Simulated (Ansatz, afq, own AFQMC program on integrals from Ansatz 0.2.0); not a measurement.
SiN, quartet → SiN⁺, quintet

```xyz
2

Si    0.0000    0.0000    0.0000
N     0.0000    0.0000    1.8891
```

E(quintet, charge +1) − E(quartet, charge +0) at this geometry, on UHF and UHF determinants.

Basis 6-31G. Noble-gas cores (and the filled d shells of Ga–Kr and In–Xe) are frozen. AFQMC by an in-house program on the Cholesky factors that Ansatz 0.2.0 writes for its CCSD(T) run. The CISD trial takes its coefficients from CCSD amplitudes. Released means that phaseless walkers are propagated on without the constraint, phases kept. Uncertainties: one standard error, sampling alone. The errors of all members are added in quadrature.

Full CI on the same integrals is exact in this basis and with this determinant's frozen core.

Errors are counted within 6-31G, not against nature.

Cautions: SiN (quartet): lower spins were not checked, the search met a lower determinant of the same kind, perhaps of another symmetry (643 meV lower), and this one is a saddle point, strong correlation (T1 0.087, weight of the determinant 0.70, largest double 0.30), (T) is large, 6 % of the CCSD correlation, unrestricted determinant spin contaminated (⟨S²⟩ 4.26 against 3.75), CCSD(T) is in doubt: in a space of 9 electrons in 9 natural orbitals full CI lies 139 meV below it, the CCSDT(Q) amplitudes may be one of several solutions (largest double 0.88), the CCSDTQ amplitudes may be one of several solutions (largest double 0.95), the released energies are still falling, so no released level is given (meV from the phaseless value at times in 1/Eh: -15 ± 17 at 0.24, -28 ± 15 at 0.51, -31 ± 12 at 0.99, -66 ± 19 at 1.62, -74 ± 17 at 2.40), the determinant fills πx and πy unequally, so it mixes two states of the linear molecule, and each level undoes that mixture to a different degree, while full CI gives the lower state, its ph-AFQMC/CISD value lies 260 ± 15 meV above full CI; SiN⁺ (quintet): lower spins were not checked, the ph-AFQMC/CISD walk drifts between its halves (2.3 errors); this needn't be the first ionization; core correlation is missing, and it shifts such a gap most where an s electron is promoted.

Reference (full CI): 9.208 eV.

```tsv
level	vertical ionization energy (eV)	error against FCI (eV)
HF	7.594	-1.614
MP2	8.250	-0.959
CCSD	8.737	-0.472
CCSD(T)	8.903	-0.305
CCSDT	9.154	-0.054
CCSDT(Q)	9.252	0.043
CCSDTQ	9.207	-0.002
ph-AFQMC/CISD	8.955 ± 0.015	-0.254 ± 0.015
```

Correlation beyond CCSD(T) adds 0.305 eV. The perturbative (T) step is worth +0.167 eV. Where a determinant mixes two states, these steps and errors hold in part the undoing of that mixture, and only full CI is sure.

CCSDT and higher add their correlation energy to the determinant of the CCSD(T) run, since their own runs factorise the integrals more tightly (a shift of under 2 meV).
